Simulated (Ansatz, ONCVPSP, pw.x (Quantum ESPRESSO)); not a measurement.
## What a changed setting does to a pw.x run (fcc Al)

Potential: optimised norm-conserving Vanderbilt (ONCV), ONCVPSP 4.0.1.1 (patched build), PBEsol; core [Ne], reference 3s2 3p1; waves: 3s: rc 2.15 bohr, ncon 4, nbas 7, qcut 3.5 1/bohr, 2 projectors, debl 2.4 Ha; 3p: rc 2.55 bohr, ncon 4, nbas 8, qcut 2.7 1/bohr, 1 projector; d scattering state at 0.2 Ha: rc 2.55 bohr, ncon 5, nbas 8, qcut 4 1/bohr, 2 projectors, debl 2.4 Ha; local part: polynomial inside 2.00 bohr (lpopt 5, dvloc0 1 Ha); core correction: polynomial model core, fcfact 0.65.

The reference run (k-mesh 14³, cutoffs 50/200 Ry, Fermi–Dirac 0.01 Ry, mixing_beta 0.4, conv_thr 1e-9, no spin) gives -0.60 GPa at 16.207 Å³/atom, where all-electron LAPW gives -0.16 GPa. This run, with its own iteration cap, changes degauss to 0.005.

```
&control
  calculation='scf', prefix='x', pseudo_dir='./', outdir='./tmp', tstress=.true., disk_io='none'
/
&system
  ibrav=0, nat=1, ntyp=1, ecutwfc=50, ecutrho=200, nbnd=8,
  occupations='smearing', smearing='fd', degauss=0.005
/
&electrons
  conv_thr=1e-09, mixing_beta=0.4, electron_maxstep=60
/
ATOMIC_SPECIES
Al 1.0 Al.UPF
CELL_PARAMETERS angstrom
  0.00000000 2.00858807 2.00858807
  2.00858807 0.00000000 2.00858807
  2.00858807 2.00858807 0.00000000
ATOMIC_POSITIONS crystal
Al 0.0000 0.0000 0.0000
K_POINTS automatic
14 14 14 0 0 0
```

```bash
pw.x < Al.scf.in > Al.scf.out
```

Question: How does the run end?

Answer: It converges in 6 iterations; the free energy moves by +10.6 meV/atom and the pressure by -0.16 GPa. In a metal, with Fermi–Dirac smearing, F lies below its zero-width value by a term in the square of the width.

```
Message from routine setup:
     using ibrav=0 with symmetry is DISCOURAGED, use correct ibrav instead
     lattice parameter (alat)  =       5.3679  a.u.
     unit-cell volume          =     109.3703 (a.u.)^3
     number of electrons       =         3.00
     number of Kohn-Sham states=            8
     kinetic-energy cutoff     =      50.0000  Ry
     charge density cutoff     =     200.0000  Ry
     scf convergence threshold =      1.0E-09
     Exchange-correlation= PBESOL
     number of k points=   104  Fermi-Dirac smearing, width (Ry)=  0.0050
     iteration #  1     ecut=    50.00 Ry     beta= 0.40
     total energy              =      -6.48224230 Ry
     estimated scf accuracy    <       0.00598855 Ry
     iteration #  2     ecut=    50.00 Ry     beta= 0.40
     total energy              =      -6.48140094 Ry
     estimated scf accuracy    <       0.00194065 Ry
     iteration #  3     ecut=    50.00 Ry     beta= 0.40
     total energy              =      -6.48146850 Ry
     estimated scf accuracy    <       0.00000249 Ry
     iteration #  4     ecut=    50.00 Ry     beta= 0.40
     total energy              =      -6.48147068 Ry
     estimated scf accuracy    <       0.00000002 Ry
     iteration #  5     ecut=    50.00 Ry     beta= 0.40
     total energy              =      -6.48147069 Ry
     estimated scf accuracy    <          3.0E-09 Ry
     iteration #  6     ecut=    50.00 Ry     beta= 0.40
     the Fermi energy is     8.0186 ev
!    total energy              =      -6.48147069 Ry
     estimated scf accuracy    <          8.6E-11 Ry
     smearing contrib. (-TS)   =      -0.00053994 Ry
     The total energy is F=E-TS. E is the sum of the following terms:
     one-electron contribution =       2.98901916 Ry
     hartree contribution      =       0.00751178 Ry
     xc contribution           =      -4.04184220 Ry
     ewald contribution        =      -5.43561949 Ry
     convergence has been achieved in   6 iterations
          total   stress  (Ry/bohr**3)                   (kbar)     P=       -7.67
     Message from routine punch:
     Nothing written, as per user request (disk_io='none')
```

The run took about 5.5 s on one core of a shared host (Neoverse-V1, 32 threads, 247 GiB, load 31).
